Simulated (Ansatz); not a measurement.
# CAM-B3LYP/cc-pVTZ run of [SiH3]− (SMILES [SiH3-])

What is the vertical ionisation energy of [SiH3]− at CAM-B3LYP/cc-pVTZ? 

The calculation is run with Ansatz 0.2.0.

2 further runs of the same task are left out: 2 set aside as unsound or not needed.

### 1 The system as given

[SiH3]−: 4 atoms, total charge -1, spin state singlet. SMILES: `[SiH3-]`. Geometry: relaxed at PBE0-D4/def2-TZVPD.

Bond lengths: Si1–H2 1.546 Å, Si1–H3 1.546 Å, Si1–H4 1.546 Å. Angles: H2–Si1–H3 94.1°, H2–Si1–H4 94.1°, H3–Si1–H4 94.1°.

### 2 The energy at CAM-B3LYP/cc-pVTZ

File input.yaml:

```yaml
basis:
  gaussian:
    orbitals: cc-pVTZ
crystal:
  periodic: [false, false, false]
  atoms:
    - {symbol: Si, position_ang: [0.539700, -0.050700, -0.300900]}
    - {symbol: H, position_ang: [0.426600, 0.622300, 1.085900]}
    - {symbol: H, position_ang: [-0.298500, -1.283700, 0.106800]}
    - {symbol: H, position_ang: [-0.667800, 0.712200, -0.891800]}
total_charge: -1
hamiltonian:
  xc: {name: CAM-B3LYP}
accuracy: high
output:
  orbitals: {seedname: orbitals}
```

On the command line:

```sh
ansatz run input.yaml --threads 1 --pin off --max-ram 3480MiB --events-out events.jsonl --progress --plain --runs-dir runs
```

Standard output:

```text
Warning: RAYON_NUM_THREADS=1 ignored (pool sized by the plan → 1); use --threads N
Functional definition: CAM-B3LYP
  name "CAM-B3LYP"
  parameter alpha = 0.19
  parameter beta = 0.46
  parameter omega = 0.33/bohr
  parameter ac = 0.81
  exchange = (1 - alpha - beta)*b88_x + beta*b88_x_sr(omega) + alpha*exact_x + beta*exact_x_lr(omega)
  correlation = (1 - ac)*vwn5_c + ac*lyp_c
1276 factors; integrals over basis functions are off by at most 3.4e-9 eV
282 factors; integrals over basis functions are off by at most 1.9e-9 eV
mean field evaluation 1: about -7926.1057 eV, gradient 6.9e0 eV
mean field evaluation 2: about -7926.2327 eV, gradient 3.0e0 eV
mean field evaluation 4: about -7926.2524 eV, gradient 6.5e-1 eV
mean field evaluation 8: about -7926.2524 eV, gradient 1.8e-2 eV
mean field evaluation 16: about -7926.2524 eV, gradient 2.2e-7 eV
mean field -7926.25235699 eV, -291.2844015124 hartree, gradient 6.6e-8 eV, S^2 0.000000; 0 other end points of the search recorded, 0 dependent functions left out
reference -7926.25237213 eV, -291.2844020690 hartree; 9, 9 occupied and 67, 67 virtual orbitals, 1276 factors
Total energy: -7926.25237213 eV, -291.2844020690 hartree
```

Wall time 2.6 s (1 thread of Arm Neoverse V2, shared host); peak memory 0.16 GiB.

### 3 Doublet neutral SiH3, same level

File molecule.yaml:

```yaml
crystal:
  periodic: [false, false, false]
  atoms:
    - {symbol: Si, position_ang: [0.539700, -0.050700, -0.300900]}
    - {symbol: H, position_ang: [0.426600, 0.622300, 1.085900]}
    - {symbol: H, position_ang: [-0.298500, -1.283700, 0.106800]}
    - {symbol: H, position_ang: [-0.667800, 0.712200, -0.891800]}
basis:
  gaussian:
    orbitals: cc-pVTZ
total_charge: 0
magnetization:
  spin_polarized: true
  initial_magnetization: 1
hamiltonian:
  xc: {name: CAM-B3LYP}
accuracy: high
output: {orbitals: {seedname: orbitals}}
```

On the command line:

```sh
ansatz run molecule.yaml --threads 1 --pin off --max-ram 3480MiB --events-out events.jsonl --progress --plain --runs-dir runs
```

Standard output, cut to the lines that bear on the results:

```text
Warning: RAYON_NUM_THREADS=1 ignored (pool sized by the plan → 1); use --threads N
[... 8 set-up lines as earlier in the session ...]
1276 factors; integrals over basis functions are off by at most 3.4e-9 eV
282 factors; integrals over basis functions are off by at most 1.9e-9 eV
mean field evaluation 1: about -7924.0317 eV, gradient 7.1e0 eV
mean field evaluation 2: about -7924.4029 eV, gradient 2.8e0 eV
mean field evaluation 4: about -7924.4640 eV, gradient 6.0e-1 eV
mean field evaluation 8: about -7924.4852 eV, gradient 4.1e-2 eV
mean field evaluation 16: about -7924.4852 eV, gradient 4.5e-5 eV
mean field -7924.48522400 eV, -291.2194605730 hartree, gradient 7.3e-8 eV, S^2 0.751867; 0 other end points of the search recorded, 0 dependent functions left out
reference -7924.48523947 eV, -291.2194611413 hartree; 9, 8 occupied and 67, 68 virtual orbitals, 1276 factors
Total energy: -7924.48523947 eV, -291.2194611413 hartree
```

Run time: 4.8 s. Hardware: 1 thread of Arm Neoverse V2, shared host; peak memory 0.21 GiB.

### 4 Outcome

At CAM-B3LYP/cc-pVTZ:

```
                                                              quantity          value
                                         singlet [SiH3]−: total energy  -291.28440 Eh
                                          singlet [SiH3]−: HOMO energy       -0.72 eV
                                          singlet [SiH3]−: LUMO energy        7.75 eV
singlet [SiH3]−: HOMO–LUMO gap (to an unbound level, set by the basis)        8.47 eV
                                    doublet neutral SiH3: total energy  -291.21946 Eh
              doublet neutral SiH3: HOMO energy (highest over α and β)       -8.90 eV
               doublet neutral SiH3: LUMO energy (lowest over α and β)       -2.84 eV
                                            doublet neutral SiH3: ⟨S²⟩          0.752
                   vertical detachment energy (to the doublet neutral)       1.767 eV
```

**Reading.** The vertical ionisation energy comes to 1.77 eV (41 kcal/mol). The negative HOMO energy of the first species, 0.72 eV, lies 1.05 eV below that difference.
